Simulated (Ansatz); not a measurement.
bcc K, treated with LDA (PAW; Ansatz, an electronic-structure program).

A relaxed, unreconstructed slab of the (211) face has 6 atoms, two equal faces of 31.301 Å² each and an energy of -8976.9406 eV. A bulk cell of 6 atoms with the same orientation and in-plane k mesh has -8977.5045 eV. Energies are extrapolated to zero smearing.

Numerical settings: plane-wave cutoff 500 eV, 8×12×1 k mesh (along the axes of the cell as run), Fermi–Dirac smearing 0.1 eV, scalar-relativistic PAW data made under PBE.

Worked out: γ = (E_slab − N E_bulk per atom)/2A = [-8976.9406 − 6 × (-8977.5045/6)]/(2 × 31.301) = 0.0090 eV/Å². With 16.022 J/m² per eV/Å² this is 0.14 J/m², or 0.28 eV per surface cell and face.
